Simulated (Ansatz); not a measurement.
**PNH+ (triplet): from Hartree-Fock to the top rungs, def2-QZVPP**

The task here is to estimate one member of a computed series from the others.

The runs use Ansatz 0.2.0, Gaussian basis; def2-QZVPP, core rule «outside noble gas», up to 6 orbitals frozen.

Plan: UHF; ROHF; CCSD(T) on UHF.

2 further runs of the same task are left out: 2 set aside as unsound or not needed.

## The geometry

The geometry is a PBE0/def2-TZVP stationary point (not a proven minimum) of the parent state, kept for this charge and spin.

3 atoms, charge 1, spin multiplicity 3.

Atoms are counted from 1 here; the program's logs count them from 0.

Bond lengths: N1–P2 1.539 Å, N1–H3 1.016 Å. Angles: P2–N1–H3 124.7°.

The first run:

File in.yaml:

```yaml
crystal:
  periodic: [false, false, false]
  atoms:
    - {symbol: N, position_ang: [0.000000, -0.117899, 1.017231]}
    - {symbol: P, position_ang: [0.000000, 0.031932, -0.514503]}
    - {symbol: H, position_ang: [0.000000, 0.657116, 1.674759]}
basis:
  gaussian: {orbitals: "def2-QZVPP.json"}
total_charge: 1
magnetization: {spin_polarized: true, initial_magnetization: 2}
hamiltonian: {xc: hf}
output: {orbitals: {seedname: orbitals}}
```

Started as:

```sh
> ansatz run in.yaml --threads 1 --pin off --events-out ev --progress --plain --max-ram 2393MiB
```

Among the steps run: UHF; ROHF; CCSD(T) on UHF.

One of the session's tables, all rows but one given; the rest of the session is left out.

```
  method  from UCCSD(T) (kcal/mol)
    ROHF                         ?
     UHF                   +201.46
    UMP2                    +28.27
   UCCSD                     +9.38
UCCSD(T)                         0
```

Estimate the missing values for ROHF.

The run gave: from UCCSD(T) (kcal/mol): +207.69. In the column «from UCCSD(T) (kcal/mol)» it is the highest.
